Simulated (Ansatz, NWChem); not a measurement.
## From NWChem to Ansatz

NWChem 7.3.0 runs this on C2H3Al (SMILES C#[C][AlH2]):

run.py:
```python
from ase import Atoms
from ase.calculators.nwchem import NWChem

system = Atoms(['C', 'C', 'Al', 'H', 'H', 'H'], positions=[
    [-0.792800, -1.637600, -0.298100],
    [-0.266100, -0.564200, -0.106200],
    [0.564800, 1.124200, 0.195000],
    [-1.257000, -2.583100, -0.467400],
    [1.356700, 1.804700, -0.990500],
    [0.436600, 1.792000, 1.621000],
])

calc = NWChem(
    label='c2h3al',
    theory='scf',
    memory='2200 mb',
    basis='3-21G',
    basispar='spherical bse',
    scf={'nopen': '0', 'rhf': None, 'thresh': '1e-08', 'maxiter': '80'},
)
system.calc = calc

forces = system.get_forces()
e = system.get_potential_energy()
print(f"E = {e:.6f} eV")
print("forces (eV/A):")
for s, f in zip(system.symbols, forces):
    print(f"{s:2s} {f[0]:10.5f} {f[1]:10.5f} {f[2]:10.5f}")
print("dipole (e A):", system.get_dipole_moment().round(4))
```

```bash
$ export ASE_NWCHEM_COMMAND="nwchem PREFIX.nwi > PREFIX.nwo"
$ python run.py
```

Geometry: relaxed at PBE0-D4/def2-TZVP.

The shape isn't stationary at this level (largest force 1.7 eV/Å).

It gives a total energy of -317.575648 Eh.

Problem. Write the same calculation for Ansatz 0.2.0 as an input file of the program's own, asking for the energy.

Solution. For example:

in.yaml:
```yaml
basis:
  gaussian:
    orbitals: 3-21G.json
crystal:
  periodic: [false, false, false]
  atoms:
    - {symbol: C, position_ang: [-0.792800, -1.637600, -0.298100]}
    - {symbol: C, position_ang: [-0.266100, -0.564200, -0.106200]}
    - {symbol: Al, position_ang: [0.564800, 1.124200, 0.195000]}
    - {symbol: H, position_ang: [-1.257000, -2.583100, -0.467400]}
    - {symbol: H, position_ang: [1.356700, 1.804700, -0.990500]}
    - {symbol: H, position_ang: [0.436600, 1.792000, 1.621000]}
hamiltonian:
  xc: hf
accuracy: high
output:
  orbitals: {seedname: orbitals}
```

```bash
$ ansatz run in.yaml --threads 1 --pin off --max-ram 3480MiB --events-out events.jsonl --progress --plain --runs-dir runs
```

(Basis files named in the input come from the Basis Set Exchange and aren't shown.)

Its energy is -317.575648 Eh, the same as the first but for the last digit, at most.
